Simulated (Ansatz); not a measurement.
Relaxation of FH$_{3}$OSi (6 atoms, charge 0, multiplicity 1), to a largest force component of 0.03 eV/Å in at most 50 steps.

All numbers below come from RKS BHLYP/def2-mTZVP (Ansatz).

```xyz
6
Properties=species:S:1:pos:R:3
Si 0.177 -0.002 0.078
F 0.427 -0.011 1.639
H 1.591 -0.072 -0.196
H -0.504 1.226 -0.333
O -0.680 -1.296 -0.402
H -1.117 -1.861 0.232
```

Problem. Where does it end, and by what steps?

Solution. The run converged. The force dipped under the threshold on the way, but the program's further checks kept it going. After 10 steps the energy has fallen by 0.279 eV; H6 moved furthest, 0.40 Å.

```csv
step,energy less start (eV),largest force component (eV/Å),accepted
0,0.0000,1.239,yes
1,-0.2124,0.261,yes
2,-0.2305,0.125,yes
3,-0.2331,0.055,yes
4,-0.2336,0.024,yes
5,-0.2346,0.061,yes
6,-0.2577,0.184,yes
7,-0.2767,0.079,yes
8,-0.2769,0.283,yes
9,-0.1382,3.403,no
10,-0.2787,0.020,yes
```

```xyz
6
Properties=species:S:1:pos:R:3
Si 0.251 -0.044 0.172
F 0.405 0.088 1.752
H 1.585 -0.039 -0.420
H -0.578 1.088 -0.251
O -0.427 -1.469 -0.219
H -1.343 -1.639 -0.015
```

Whether the end is a true minimum wasn't checked by a vibrational analysis.

Run time: 9.9 s on 1 thread of AMD EPYC 9R45 96-Core Processor (Zen 5) (shared host), peak memory 0.17 GiB.
